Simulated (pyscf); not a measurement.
Thermochemistry of product channels of F–BH–F (SMILES FBF) + HCl (SMILES Cl) on the singlet surface, in eV, from ωB97M-D3(BJ)/def2-TZVP energies (ideal gas, 1 atm, RRHO with modes under 100 cm⁻¹ raised to 100, one conformer, R ln 2 for rigid chiral ones). Optimised with ωB97X-D3(BJ)/def2-SVP in PySCF.

| products | ΔE | ΔH(298 K) | ΔG(298 K) | ΔG(600 K) |
|---|---|---|---|---|
| F–Cl (SMILES FCl) + H₂B–F (SMILES BF) | +4.74 | +4.73 | +4.70 | +4.67 |
| HF (SMILES F) + F–BH–Cl (SMILES FBCl) | +0.72 | +0.75 | +0.74 | +0.72 |
| F–B(F)–Cl (SMILES FB(F)Cl) + H₂ (SMILES [H][H]) | -0.56 | -0.65 | -0.57 | -0.51 |

These are energies of the channels, which say nothing of barriers.
